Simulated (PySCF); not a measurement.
Ligands exchanged one at a time, Si SH-H. All species are isolated molecules in the gas phase. One relaxed conformer stands for each flexible species; it need not be the lowest. Strings in code marks are SMILES.

Computed with PBE0-D3(BJ)/def2-TZVP (PySCF 2.14.0). Delta-SCF ions had no search for a lower state. Excitations are Tamm–Dancoff values on a coarser integration grid. The basis has no diffuse functions, so Rydberg states are missing or too high.

| species | T1 excitation (TDA) (eV) | vertical ionisation energy (Delta-SCF) (eV) | HOMO (eV) | LUMO (eV) |
|---|---|---|---|---|
| 0 of 4 SH replaced by H | 5.32 | 9.34 | -7.61 | -0.45 |
| 1 of 4 SH replaced by H (`[SiH](S)(S)S`) | 5.60 | 9.42 | -7.59 | -0.04 |
| 2 of 4 SH replaced by H (`S[SiH2]S` (H–S–Si–S torsion 56°, S–Si–S–H torsion 56°)) | 5.37 | 9.49 | -7.48 | -0.10 |
| 3 of 4 SH replaced by H | 5.63 | 9.84 | -7.51 | – |
| 4 of 4 SH replaced by H (`[SiH4]`) | – | 12.43 | -9.86 | – |
